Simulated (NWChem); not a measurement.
System: nitrogen trifluoride (NF3); SMILES FN(F)F

Input file for NWChem:

```
start job
memory heap 200 mb stack 900 mb global 1100 mb
geometry units angstroms noautosym nocenter noautoz
  F      0.877004     0.877004    -0.127247
  N      0.000000     0.000000     0.483685
  F     -1.198009     0.321006    -0.127247
  F      0.321006    -1.198009    -0.127247
end
basis spherical
  F library 6-31g*
  N library 6-31g*
end
dft
  xc m06-2x
  iterations 150
end
cosmo
  do_cosmo_smd true
  solvent dmf
end
task dft energy
```

Excerpt of the output:

```
             Northwest Computational Chemistry Package (NWChem) 7.3.0
             --------------------------------------------------------

                             Geometry "geometry" -> ""
                             -------------------------

 Output coordinates in angstroms (scale by  1.889725989 to convert to a.u.)

  No.       Tag          Charge          X              Y              Z
 ---- ---------------- ---------- -------------- -------------- --------------
    1 F                    9.0000     0.87700400     0.87700400    -0.12724700
    2 N                    7.0000     0.00000000     0.00000000     0.48368500
    3 F                    9.0000    -1.19800900     0.32100600    -0.12724700
    4 F                    9.0000     0.32100600    -1.19800900    -0.12724700

 Effective nuclear repulsion energy (a.u.)     132.1985133130

                                 NWChem DFT Module
                                 -----------------

 Summary of "ao basis" -> "ao basis" (spherical)
 ------------------------------------------------------------------------------
       Tag                 Description            Shells   Functions and Types
 ---------------- ------------------------------  ------  ---------------------
 F                           6-31g*                  6       14   3s2p1d
 N                           6-31g*                  6       14   3s2p1d

 in cosmo_initialize ...
 calling solv_data for solv:dmf

 solvent parameters
 solvname_short: dmf
 solvname_long:  N,N-dimethylformamide
 dielec:       37.2190
 dielecinf:     2.0463
 nonaqueous SMD model solvent descriptors
 dielec:       37.2190
 sola:          0.0000
 solb:          0.7400
 solc:          0.0000
 solg:         49.5600
 solh:          0.0000
 soln:          1.4305

          ---------------
          -cosmo- solvent
          ---------------
 Cosmo: York-Karplus, doi: 10.1021/jp992097l
 dielectric constant -eps-     =  37.22
 screen = (eps-1)/(eps    )    =   0.97313
 surface charge correction     = lagrangian

   van der Waals surface
 --------------------------

 ---------- ATOMIC COORDINATES (A.U.) ------------ VDWR(ANG.) --
     1    1.65729725    1.65729725   -0.24046196     1.730
     2    0.00000000    0.00000000    0.91403211     1.890
     3   -2.26390874    0.60661338   -0.24046196     1.730
     4    0.60661338   -2.26390874   -0.24046196     1.730
 number of segments per atom =        128
 number of   points per atom =        128
 atom (   nspa,  nppa )
 ----------------------
    1 (     76,     0 )       0
    2 (     42,     0 )       0
    3 (     78,     0 )       0
    4 (     78,     0 )       0
 number of -cosmo- surface points =      274
 molecular surface =     79.048 angstrom**2
 molecular volume  =     58.378 angstrom**3
 -lineq- algorithm             =   0
 -bem- low  level              =   3
 -bem- from -octahedral-
 gaussian surface charge width =   4.50000
 degree of switching           =   1.00000
 switching function tolerance  =   0.00010
 atomic radii =
 --------------
    1  9.000  1.730
    2  7.000  1.890
    3  9.000  1.730
    4  9.000  1.730
 ...... end of -cosmo- initialization ......

 nat:                     4
 ixmem:                  1008
 calling mnsol_interface()
 G(SMD-CDS) energy (kcal/mol)  =     2.104
 SMD-CDS SASA (angstrom**2)    =    88.268

            General Information
            -------------------
          SCF calculation type: DFT
          Wavefunction type:  closed shell.
          No. of atoms     :     4
          No. of electrons :    34
           Alpha electrons :    17
            Beta electrons :    17
          Charge           :     0
          Spin multiplicity:     1
          Use of symmetry is: off; symmetry adaption is: off
          Maximum number of iterations: 150
          AO basis - number of functions:    56
                     number of shells:    24
          Convergence on energy requested:  1.00D-06
          Convergence on density requested:  1.00D-05
          Convergence on gradient requested:  5.00D-04

              XC Information
              --------------
                       M06-2X Method XC Functional
                     Hartree-Fock (Exact) Exchange  0.540
                        M06-2X Exchange Functional  1.000
                      M06-2X Correlation Potential  1.000

[...]

                                COSMO-SMD solvation results
                                ---------------------------

             internal energy in gas <Psi(g)|H|Psi(g)> =      -353.941039535024
         internal energy in solvent <Psi(s)|H|Psi(s)> =      -353.941028345594
                               delta internal energy  =         0.000011189430 (    0.01 kcal/mol)
   total free energy in solvent <Psi(s)|H+V/2|Psi(s)> =      -353.941518898911
 polarization energy contribution <Psi(s)|V/2|Psi(s)> =        -0.000490553317 (   -0.31 kcal/mol)
    total free energy in solvent including G(SMD-CDS) =      -353.938165855909
                       G(SMD-CDS) energy contribution =         0.003353043002 (    2.10 kcal/mol)
     1 M fixed-concentration free energy of solvation =         0.002873679115 (    1.80 kcal/mol)

                       DFT Final Molecular Orbital Analysis
                       ------------------------------------

 Vector   15  Occ=2.000000D+00  E=-5.315076D-01
              MO Center=  2.1D-01,  2.1D-01, -9.7D-02, r^2= 1.9D+00
   Bfn.  Coefficient  Atom+Function         Bfn.  Coefficient  Atom+Function
  ----- ------------  ---------------      ----- ------------  ---------------
     5      0.302104  1 F  pz                 3      0.272491  1 F  px
     4      0.272500  1 F  py                31      0.249666  3 F  px
    46      0.249679  4 F  py                 7      0.196950  1 F  px
     8      0.196956  1 F  py                 9      0.196294  1 F  pz
    32      0.187328  3 F  py                45      0.187318  4 F  px

 Vector   16  Occ=2.000000D+00  E=-5.213119D-01
              MO Center=  1.4D-04,  1.4D-04, -1.2D-01, r^2= 2.0D+00
   Bfn.  Coefficient  Atom+Function         Bfn.  Coefficient  Atom+Function
  ----- ------------  ---------------      ----- ------------  ---------------
    32      0.393337  3 F  py                45     -0.393337  4 F  px
     3      0.288029  1 F  px                 4     -0.288029  1 F  py
    36      0.267613  3 F  py                49     -0.267613  4 F  px
     7      0.195965  1 F  px                 8     -0.195965  1 F  py
    31      0.105477  3 F  px                46     -0.105477  4 F  py

 Vector   17  Occ=2.000000D+00  E=-4.279359D-01
              MO Center= -1.8D-05, -1.8D-05,  3.5D-01, r^2= 1.5D+00
   Bfn.  Coefficient  Atom+Function         Bfn.  Coefficient  Atom+Function
  ----- ------------  ---------------      ----- ------------  ---------------
    20      0.485529  2 N  s                 19      0.449216  2 N  pz
     5     -0.293629  1 F  pz                33     -0.293635  3 F  pz
    47     -0.293635  4 F  pz                 9     -0.228971  1 F  pz
    37     -0.228987  3 F  pz                51     -0.228987  4 F  pz
    16      0.200225  2 N  s                 23      0.179566  2 N  pz

 Vector   18  Occ=0.000000D+00  E= 9.087579D-02
              MO Center= -7.5D-02, -7.5D-02,  3.4D-01, r^2= 1.3D+00
   Bfn.  Coefficient  Atom+Function         Bfn.  Coefficient  Atom+Function
  ----- ------------  ---------------      ----- ------------  ---------------
    21      0.500675  2 N  px                22     -0.500671  2 N  py
    17      0.472009  2 N  px                18     -0.472005  2 N  py
    34      0.339158  3 F  s                 48     -0.339156  4 F  s
    35      0.287334  3 F  px                50     -0.287333  4 F  py
    31      0.245849  3 F  px                46     -0.245849  4 F  py

 Vector   19  Occ=0.000000D+00  E= 9.088347D-02
              MO Center=  7.5D-02,  7.5D-02,  3.4D-01, r^2= 1.3D+00
   Bfn.  Coefficient  Atom+Function         Bfn.  Coefficient  Atom+Function
  ----- ------------  ---------------      ----- ------------  ---------------
    21      0.500681  2 N  px                22      0.500685  2 N  py
    17      0.472010  2 N  px                18      0.472014  2 N  py
     6     -0.391767  1 F  s                  9     -0.236126  1 F  pz
     7      0.225725  1 F  px                 8      0.225724  1 F  py
     5     -0.221812  1 F  pz                34      0.195690  3 F  s

 Vector   20  Occ=0.000000D+00  E= 1.011736D-01
              MO Center= -1.9D-04, -1.9D-04,  3.1D-02, r^2= 1.3D+00
   Bfn.  Coefficient  Atom+Function         Bfn.  Coefficient  Atom+Function
  ----- ------------  ---------------      ----- ------------  ---------------
    20      0.728105  2 N  s                 19     -0.527499  2 N  pz
    23     -0.513945  2 N  pz                16      0.410215  2 N  s
    35     -0.338685  3 F  px                50     -0.338685  4 F  py
     6     -0.312219  1 F  s                 34     -0.312403  3 F  s
    48     -0.312403  4 F  s                 31     -0.303190  3 F  px

     Multipole analysis of the density
     ---------------------------------

     L   x y z        total         alpha         beta         nuclear
     -   - - -        -----         -----         ----         -------
     0   0 0 0     -0.000000    -17.000000    -17.000000     34.000000

     1   1 0 0      0.000030      0.000007      0.000007      0.000017
     1   0 1 0      0.000030      0.000007      0.000007      0.000017
     1   0 0 1      0.075961      0.085105      0.085105     -0.094248

     2   2 0 0    -14.666952    -44.413011    -44.413011     74.159071
     2   1 1 0      0.000211      0.000108      0.000108     -0.000004
     2   1 0 1      0.000198      0.000101      0.000101     -0.000004
     2   0 2 0    -14.666952    -44.413011    -44.413011     74.159071
     2   0 1 1      0.000198      0.000101      0.000101     -0.000004
     2   0 0 2    -14.529776    -10.969576    -10.969576      7.409376
```

Level: M06-2X/6-31G* (spherical d), SMD on the gas-phase geometry. Coordinates come from a B3LYP/6-31G* (spherical d) optimisation. Solvent: N,N-dimethylformamide.
